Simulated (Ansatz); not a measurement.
The same path of H4Si + H5NSi (12 atoms, charge 0, multiplicity 1) was run twice with different band settings. Lost on the way: Si1–H2, N6–H12. Made: Si1–N6, H2–H12.

These are results of RKS PBE0-D4/6-31G* in Ansatz 0.2.0, not measurements.

Relaxed end points:

```xyz
12
Properties=species:S:1:pos:R:3
Si 0.329 0.123 -0.194
H 0.716 -0.424 1.134
H 1.590 0.328 -0.973
H -0.336 1.446 -0.069
H -0.509 -0.841 -0.956
N -2.208 -0.350 1.406
H -2.842 -0.733 0.715
Si -2.668 1.144 2.177
H -3.825 1.065 3.126
H -1.491 1.636 2.945
H -3.033 2.103 1.099
H -1.863 -1.096 1.998
```

```xyz
12
Properties=species:S:1:pos:R:3
Si -0.452 0.496 -0.395
H -0.672 -2.310 2.663
H 0.579 1.264 0.353
H -0.746 1.227 -1.665
H 0.074 -0.847 -0.771
N -1.828 0.313 0.652
H -2.507 -0.384 0.367
Si -2.326 1.363 1.946
H -2.916 0.557 3.053
H -1.115 2.083 2.423
H -3.347 2.377 1.546
H -0.884 -1.738 2.235
```

Common settings: movable images 5; climbing image yes; spring 5.0 eV/Å²; optimiser quadratic models (default); force threshold 0.05 eV/Å; iteration limit 60; end points relaxed.

| run | start path |
| --- | --- |
| 1 | through a guess of the saddle point |
| 2 | straight line |

Problem. What does each run give, and how far can it be trusted?

Solution. Run 1: converged after 25 iterations, highest image 1.946 eV above the first end. Neighbouring images differ by up to 1.7 eV, so the band resolves the path poorly. A vibrational analysis at the climbing image gives one clearly imaginary mode, 1436i cm⁻¹: a first-order saddle point.
Run 2: converged after 20 iterations, highest image 1.946 eV above the first end. Neighbouring images differ by up to 1.7 eV, so the band resolves the path poorly. Another band between the same ends (5 images) ends at a top of the same energy, where a vibrational analysis finds 1 clearly imaginary mode.
The orbitals stay closed-shell, which can raise the energy where a bond breaks towards radicals; this wasn't checked here.
